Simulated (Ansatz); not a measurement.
# C7H16: up Jacob's ladder to CCSD(T)

The task here is to estimate one member of a computed series from the others.

Method: functionals in def2-TZVPP, the program's frozen cores in correlated methods; program: Ansatz 0.2.0, Gaussian basis.

Plan: PBE-D4, r2SCAN-D4, PBE0-D4, B3LYP-D4, ωB97X-V, ωB97M-V, B2PLYP; CCSD(T)/def2-TZVPP; MP2/def2-QZVPP; extrapolation to the limit.

1 further run of the same task is left out (it didn't finish).

## The geometry

An earlier PBE0-D4 in a triple-zeta def2 set relaxation fixed the geometry.

SMILES `CCC(CC)CC`, 23 atoms, charge 0, spin multiplicity 1.

Atoms are counted from 1 here; the program's logs count them from 0.

Bond lengths: C1–C2 1.520 Å, C1–H8 1.093 Å, C1–H9 1.093 Å, C1–H10 1.092 Å, C2–C3 1.531 Å, C2–H11 1.094 Å, C2–H12 1.094 Å, C3–C4 1.528 Å, C3–C6 1.528 Å, C3–H13 1.100 Å, C4–C5 1.519 Å, C4–H14 1.096 Å, C4–H15 1.096 Å, C5–H16 1.092 Å, C5–H17 1.094 Å, C5–H18 1.092 Å, C6–C7 1.519 Å, C6–H19 1.096 Å and more. Angles: C2–C1–H8 111.9°, C2–C1–H9 111.9°, C2–C1–H10 110.7°, H8–C1–H9 107.5°, H8–C1–H10 107.3°, H9–C1–H10 107.3°, C1–C2–C3 115.2°, C1–C2–H11 109.2°, C1–C2–H12 109.2°, C3–C2–H11 108.8°, C3–C2–H12 108.8°, H11–C2–H12 105.3°, C2–C3–C4 113.1°, C2–C3–C6 113.1°, C2–C3–H13 106.4°, C4–C3–C6 109.7°, C4–C3–H13 107.1°, C6–C3–H13 107.1° and more.

The first run:

in.yaml

```yaml
crystal:
  periodic: [false, false, false]
  atoms:
    - {symbol: C, position_ang: [-1.424262, 1.477854, 0.122772]}
    - {symbol: C, position_ang: [-0.054142, 1.063279, 0.635336]}
    - {symbol: C, position_ang: [0.467034, -0.270694, 0.093803]}
    - {symbol: C, position_ang: [0.671513, -0.263270, -1.420649]}
    - {symbol: C, position_ang: [1.609927, 0.815941, -1.932887]}
    - {symbol: C, position_ang: [-0.406718, -1.460186, 0.490163]}
    - {symbol: C, position_ang: [-0.602520, -1.638116, 1.986055]}
    - {symbol: H, position_ang: [-2.194713, 0.748003, 0.383850]}
    - {symbol: H, position_ang: [-1.435144, 1.591864, -0.964114]}
    - {symbol: H, position_ang: [-1.724595, 2.435834, 0.553246]}
    - {symbol: H, position_ang: [0.671590, 1.847113, 0.398093]}
    - {symbol: H, position_ang: [-0.078046, 1.014246, 1.728219]}
    - {symbol: H, position_ang: [1.454460, -0.427494, 0.552761]}
    - {symbol: H, position_ang: [1.060804, -1.244965, -1.712872]}
    - {symbol: H, position_ang: [-0.300680, -0.172604, -1.918980]}
    - {symbol: H, position_ang: [1.795871, 0.698907, -3.003020]}
    - {symbol: H, position_ang: [2.576646, 0.772432, -1.422249]}
    - {symbol: H, position_ang: [1.202709, 1.818419, -1.782037]}
    - {symbol: H, position_ang: [-1.382889, -1.374783, -0.001271]}
    - {symbol: H, position_ang: [0.051040, -2.366537, 0.078289]}
    - {symbol: H, position_ang: [-1.173564, -0.816728, 2.425114]}
    - {symbol: H, position_ang: [-1.143127, -2.562064, 2.204048]}
    - {symbol: H, position_ang: [0.358806, -1.686471, 2.506348]}
basis:
  gaussian: {orbitals: def2-TZVPP}
hamiltonian: {xc: pbe, dispersion: d4}
output: {forces: true, orbitals: {seedname: orbitals}}
```

Among the steps run: PBE-D4 (GGA); r2SCAN-D4 (meta-GGA); PBE0-D4 (hybrid); B3LYP-D4 (hybrid); ωB97X-V (range-separated); ωB97M-V (range-separated); B2PLYP (double hybrid); CCSD(T) in def2-TZVPP; MP2 in def2-QZVPP.

One of the session's tables, all rows but one given; the rest of the session is left out.

```
            method  atoms, summed (eV)  atomisation energy (kcal/mol)
            PBE-D4           -7416.889                         2218.1
         r2SCAN-D4           -7424.063                         2187.6
           PBE0-D4           -7419.299                         2198.9
          B3LYP-D4           -7430.091                         2185.8
           ωB97X-V           -7426.913                         2186.5
           ωB97M-V           -7424.096                         2189.4
            B2PLYP           -7422.369                         2163.0
     HF/def2-TZVPP           -7397.260                         1664.9
    MP2/def2-TZVPP           -7409.853                         2156.9
   CCSD/def2-TZVPP           -7413.741                         2117.6
CCSD(T)/def2-TZVPP           -7414.128                         2141.3
           MP2/CBS                   ?                              ?
       CCSD(T)/CBS           -7416.289                         2184.1
```

**Question.** Estimate the row for MP2/CBS.

The run gave: atoms, summed (eV): -7412.014; atomisation energy (kcal/mol): 2199.7. In the column «atoms, summed (eV)» it lies between CCSD/def2-TZVPP (-7413.741) and MP2/def2-TZVPP (-7409.853).
